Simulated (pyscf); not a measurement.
Structures and frequencies: ωB97X-D3(BJ)/def2-SVP in PySCF.

Q: Estimate by transition-state theory the rate constant of `[O]=[AsH]` + `[OH2]` → `[O]=[As][OH]` + `[H][H]` (singlet surface; As–H, H–O broken, As–O, H–H formed) at 600 K, with ωB97M-D3(BJ)/def2-TZVP energies (ideal gas, 1 atm, RRHO with modes under 100 cm⁻¹ raised to 100, one conformer, R ln 2 for chiral ones without a mode under 150 cm⁻¹; no tunnelling).

A: The electronic barrier is 19.0 kcal/mol and the thermal terms add +19.3, so ΔG‡ = 38.3 kcal/mol. With k_BT/h = 1.25e+13 s⁻¹ and RT = 1.192 kcal/mol, and a volume of 8.18e-20 cm³ per molecule at 1 atm, k = 1.2e-20 cm³ molecule⁻¹ s⁻¹. Wigner's tunnelling factor for 1582i cm⁻¹ would be 1.60, likely too low at so high a frequency. A shift of 1 kcal/mol in the barrier changes k by a factor 2.3. On the reactant side the descent ends in a bound adduct, 10.8 kcal/mol under the separated species and 29.0 kcal/mol under the saddle at ωB97X-D3(BJ)/def2-TZVP. At the saddle there is also a short As–H contact that neither side keeps. The same reactants have a lower exit, to HO–AsH–OH (barrier -2.1 kcal/mol at ωB97M-D3(BJ)/def2-TZVP, against +19.0 kcal/mol here). O=AsH lies 7.5 kcal/mol over its isomer HO–As: [triplet] (electronic energy, ωB97M-D3(BJ)/def2-TZVP). This is the saddle that the search found; another between the same sides may lie lower. Elements up to Kr have no core potential and no relativistic terms here.
